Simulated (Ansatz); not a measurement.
```yaml
crystal:
  periodic: [false, false, false]
  atoms:
    - {symbol: Mg, position_ang: [-0.162145, -1.460798, 0.381067]}
    - {symbol: Si, position_ang: [-0.832917, 0.970676, 0.308405]}
    - {symbol: Si, position_ang: [0.968379, 0.536037, -0.771644]}
basis:
  gaussian: {orbitals: def2-mTZVPP}
hamiltonian: {xc: {name: PBE0-DH}}
scf: {omitted_lower_state_checks: [starts]}
```

```sh
$ ansatz run in.yaml --threads 2 --pin off --events-out ev --progress --plain --max-ram 4352MiB
```

Shortened log:

```
Functional definition: PBE0-DH
642 factors; integrals over basis functions are off by at most 5.6e-4 eV
mean field evaluation 1: about -21182.2251 eV, gradient 2.0e1 eV
mean field evaluation 2: about -21182.2382 eV, gradient 2.0e1 eV
mean field evaluation 4: about -21184.3466 eV, gradient 2.2e0 eV
mean field evaluation 8: about -21184.3741 eV, gradient 1.2e-1 eV
mean field evaluation 16: about -21184.3742 eV, gradient 2.1e-4 eV
mean field -21184.37418904 eV, -778.5113921626 hartree, gradient 4.4e-6 eV, S^2 0.000000; 0 other end points of the search recorded, 0 dependent functions left out
11 core orbitals not correlated: weight in the atoms' cores, before any rotation towards them, 1.000 or more for the frozen orbitals, at most 0.000 for the correlated occupied ones
reference -21184.37420483 eV, -778.5113927429 hartree; 9, 9 occupied and 48, 48 virtual orbitals, 642 factors
second order -10.28118876 eV of doubles, -0.00000000 eV of singles
Total energy: -21185.65935342 eV, -778.5586210826 hartree
Checks for a lower state left out: starts
```

Run time 1.2 s (2 threads of Arm Neoverse V2 on a shared host).

Correlated methods freeze 11 core orbitals; core or outer-core shells of Mg are correlated, in sets that lack core-valence functions.
